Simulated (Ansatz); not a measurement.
Geometry optimisation, RKS PBE0/STO-3G (Ansatz).

Input:

```yaml
crystal:
  periodic: [false, false, false]
  atoms:
    - { symbol: C, position_ang: [-0.7413, 0.586, -0.5874] }
    - { symbol: Si, position_ang: [0.4906, -0.5639, -0.0183] }
    - { symbol: O, position_ang: [1.2566, -0.0394, 1.3295] }
    - { symbol: H, position_ang: [-1.2326, 0.2631, -1.4898] }
    - { symbol: H, position_ang: [-0.3425, 1.5888, -0.8774] }
    - { symbol: H, position_ang: [-1.5432, 0.8253, 0.173] }
    - { symbol: H, position_ang: [1.5183, -0.7995, -1.081] }
    - { symbol: H, position_ang: [-0.1127, -1.8316, 0.3184] }
    - { symbol: H, position_ang: [0.7953, -0.0751, 2.216] }
basis:
  gaussian: { orbitals: STO-3G }
hamiltonian:
  xc: pbe0
relax:
  f_tol: 0.015
  max_steps: 40
```

Run as:

```bash
$ ansatz run input.yaml --threads 1 --pin off --max-ram 2048MiB --backend cpu --events-out ev --progress --plain --runs-dir out
```

Q: Where does it end, and by what steps?

A: It converged. Limits of this set-up: minimal basis. After 6 steps the energy has fallen by 0.504 eV; H9 moved furthest, 0.21 Å.

```tsv
step	energy less start (eV)	largest force component (eV/Å)	accepted
0	0.0000	3.468	yes
1	-0.3776	1.531	yes
2	-0.4827	0.620	yes
3	-0.4968	0.337	yes
4	-0.5035	0.096	yes
5	-0.5039	0.019	yes
6	-0.5040	0.008	yes
```

```xyz
9
Properties=species:S:1:pos:R:3
C -0.765 0.623 -0.577
Si 0.525 -0.608 -0.004
O 1.395 -0.064 1.368
H -1.270 0.255 -1.475
H -0.317 1.590 -0.821
H -1.532 0.793 0.184
H 1.518 -0.802 -1.032
H -0.144 -1.869 0.258
H 0.679 0.037 2.082
```

Whether the end is a true minimum wasn't checked by a vibrational analysis.

Run time: 8.1 s on 1 thread of Intel(R) Xeon(R) 6975P-C (Granite Rapids) (shared host), peak memory 0.12 GiB.
